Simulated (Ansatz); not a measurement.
Dimethylformamide, C$_{3}$H$_{7}$NO, 12 atoms. Total charge 0; spin multiplicity 1. All runs use 4 threads of an Arm Neoverse V2 on a shared host. Correlated methods freeze the cores.

(1) How many basis functions does each run have, and how long does it take in Ansatz? RHF-CCSD(T)/def2-TZVPP energy; RKS PBE0-D4/def2-SVP energy; RKS PBE0-D4/def2-QZVPP energy; RKS ωB97M-V/def2-SVP energy; RKS PBE0-D4/def2-TZVP relaxation (7 steps); RHF-MP2/def2-QZVPP energy; RKS ωB97X-V/def2-TZVPP energy; RKS LC-ωPBE/def2-TZVPP energy; direct RPA on PBE orbitals/def2-TZVPP energy; RHF-CCSD(T)/def2-SVP energy; RKS BHLYP-D4/def2-TZVPP energy; RKS PBE0-D4/def2-TZVP frequencies. (An estimate is asked.)

Answers

(1) The calculation gave: Other jobs shared the machine, so times are rough.

```csv
level,job,functions,wall time,peak host memory (GiB)
RKS PBE0-D4/def2-SVP,energy,105,0.8 s,0.51
RKS LC-ωPBE/def2-TZVPP,energy,253,1.9 s,0.51
RKS BHLYP-D4/def2-TZVPP,energy,253,2.1 s,0.56
RKS ωB97M-V/def2-SVP,energy,105,3.2 s,0.51
direct RPA on PBE orbitals/def2-TZVPP,energy,253,4.1 s,0.65
RHF-CCSD(T)/def2-SVP,energy,105,4.5 s,0.53
RKS ωB97X-V/def2-TZVPP,energy,253,5.5 s,0.67
RKS PBE0-D4/def2-QZVPP,energy,495,5.5 s,1.5
RKS PBE0-D4/def2-TZVP,relaxation (7 steps),197,18 s,0.45
RHF-MP2/def2-QZVPP,energy,495,19 s,3.4
RKS PBE0-D4/def2-TZVP,frequencies,197,110 s,0.51
RHF-CCSD(T)/def2-TZVPP,energy,253,2.2 min,6
```

LC-ωPBE has ω = 0.4 bohr⁻¹.
